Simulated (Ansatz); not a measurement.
System: CH₆N, net charge 1, singlet state. It need not be the lowest isomer of its formula. SMILES: C[NH3+]
Geometry from a B3LYP-D3(BJ)/def2-TZVP (Ansatz, a program for electronic structure) optimisation:
```
N
H 1 1.0236
H 1 1.0236 2 107.49
H 1 1.0236 2 107.49 3 -115.44
C 1 1.5112 2 111.39 4 -122.28
H 5 1.0861 1 108.23 2 180.00
H 5 1.0861 6 110.68 1 118.46
H 5 1.0861 6 110.68 7 123.09
```
Charge +1, spin multiplicity 1.

Parts of the frozen-core correlation energy in STO-3G (Ansatz, hartree). Frozen orbitals: 2; correlated occupied orbitals by spin: 7 and 7; virtual: 7 and 7. No spin-orbit coupling. Non-relativistic.

```tsv
term	value
reference (HF)	-94.45925
MP2 opposite-spin	-0.10101
MP2 same-spin	[?]
CCSD correlation	[?]
(T)	[?]
FCI minus CCSD(T)	-0.00031
T1 diagnostic	0.004
largest doubles amplitude	0.059
```

Fill in the missing entries.


- MP2 same-spin, value: -0.01064
- CCSD correlation, value: -0.14740
- (T), value: -0.00067
